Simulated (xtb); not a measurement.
xtb input (GFN1-xTB):

```bash
xtb mol.xyz --gfn 1 --sp --chrg 0 --uhf 0
```
mol.xyz:
```
6

C     -0.00552043     0.00459894    -1.17388509
C      0.00131904    -0.00109886     0.28048569
N      0.00672398    -0.00560159     1.42981145
H     -0.00547550     1.02956237    -1.54542667
H      0.87817519    -0.50722791    -1.55560292
H     -0.89455918    -0.50412383    -1.54725412
```

End of the output:

```
         :::::::::::::::::::::::::::::::::::::::::::::::::::::
         ::                     SUMMARY                     ::
         :::::::::::::::::::::::::::::::::::::::::::::::::::::
         :: total energy              -8.997352325475 Eh    ::
         :: gradient norm              0.008368298572 Eh/a0 ::
         :: HOMO-LUMO gap              7.145318524477 eV    ::
         ::.................................................::
         :: SCC energy                -9.162269734126 Eh    ::
         :: -> electrostatic           0.015655831694 Eh    ::
         :: repulsion energy           0.166047416959 Eh    ::
         :: dispersion energy         -0.001130008308 Eh    ::
         :: halogen bond corr.         0.000000000000 Eh    ::
         :: add. restraining           0.000000000000 Eh    ::
         :: total charge              -0.000000000000 e     ::
         :::::::::::::::::::::::::::::::::::::::::::::::::::::

           -------------------------------------------------
          |                Property Printout                |
           -------------------------------------------------

    * Orbital Energies and Occupations

         #    Occupation            Energy/Eh            Energy/eV
      -------------------------------------------------------------
         1        2.0000           -0.7491029             -20.3841
         2        2.0000           -0.6721284             -18.2895
         3        2.0000           -0.5822121             -15.8428
         4        2.0000           -0.5641288             -15.3507
         5        2.0000           -0.5641288             -15.3507
         6        2.0000           -0.4880551             -13.2807
         7        2.0000           -0.4872224             -13.2580
         8        2.0000           -0.4872224             -13.2580 (HOMO)
         9                         -0.2246368              -6.1127 (LUMO)
        10                         -0.2246368              -6.1127
        11                         -0.1624223              -4.4197
        12                         -0.0894436              -2.4339
        13                         -0.0894436              -2.4339
        14                          0.1043701               2.8401
        15                          0.2524290               6.8689
        16                          0.2524290               6.8689
        17                          0.4112062              11.1895
        18                          1.2789863              34.8030
Note: The following floating-point exceptions are signalling: IEEE_DENORMAL
normal termination of xtb
      -------------------------------------------------------------
                  HL-Gap            0.2625856 Eh            7.1453 eV
             Fermi-level           -0.3559296 Eh           -9.6853 eV

  Mulliken/CM5 charges         n(s)   n(p)   n(d)
     1C    -0.08786 -0.22783   1.004  3.084  0.000
     2C     0.21031  0.31834   1.070  2.720  0.000
     3N    -0.30612 -0.43207   1.672  3.634  0.000
     4H     0.06122  0.11385   0.939  0.000  0.000
     5H     0.06122  0.11385   0.939  0.000  0.000
     6H     0.06122  0.11385   0.939  0.000  0.000

Wiberg/Mayer (AO) data.
largest (>0.10) Wiberg bond orders for each atom

 ---------------------------------------------------------------------------
     #   Z sym  total        # sym  WBO       # sym  WBO       # sym  WBO
 ---------------------------------------------------------------------------
     1   6 C    3.996 --     2 C    1.059     5 H    0.963     4 H    0.963
                             6 H    0.963
     2   6 C    3.958 --     3 N    2.875     1 C    1.059
     3   7 N    3.004 --     2 C    2.875
     4   1 H    1.002 --     1 C    0.963
     5   1 H    1.002 --     1 C    0.963
     6   1 H    1.002 --     1 C    0.963
 ---------------------------------------------------------------------------

Topologies differ in total number of bonds
Writing topology from bond orders to xtbtopo.mol

 dipole moment from electron density (au)
     X       Y       Z
  -0.0072   0.0060  -1.5312  total (Debye):    3.892

           -------------------------------------------------
          | TOTAL ENERGY               -8.997352325475 Eh   |
          | GRADIENT NORM               0.008368298572 Eh/α |
          | HOMO-LUMO GAP               7.145318524477 eV   |
           -------------------------------------------------

------------------------------------------------------------------------
------------------------------------------------------------------------
 total:
 SCF:
```
